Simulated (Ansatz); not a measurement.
Al(NH3)H3 (AlNH6). Charge 0, multiplicity 1. Geometry r2SCAN-D4/def2-TZVP, basis def2-TZVP, Ansatz.

```xyz
8

Al    0.8192    0.2566   -0.6380
N    -0.7572   -0.2372    0.5899
H    -0.4410   -0.7559    1.4045
H    -1.4369   -0.8140    0.1021
H    -1.2396    0.5935    0.9217
H     0.0187    1.0275   -1.7917
H     1.3596   -1.2140   -0.9717
H     1.6772    1.1435    0.3833
```

```csv
run,HOMO (eV),LUMO (eV)
A,-9.88,1.49
B,-7.41,-0.36
C,-6.91,-0.24
D,-6.45,-0.47
E,-6.55,-1.02
F,-10.56,2.19
```

Question: The runs used B97M-V, HF, PBE0, r2SCAN, r2SCANh, ωB97X-V. Estimate which is which.

Answer: A ωB97X-V (range-separated); B PBE0 (25 % exact exchange); C r2SCANh (10 % exact exchange); D r2SCAN (0 % exact exchange); E B97M-V (0 % exact exchange); F HF (100 % exact exchange). Exact exchange lowers occupied and raises empty levels; among semilocal functionals meta-GGAs tend to open the gap a little, and such runs are hard to tell apart. The gap grows from 5.53 eV (B97M-V) to 12.76 eV (HF).
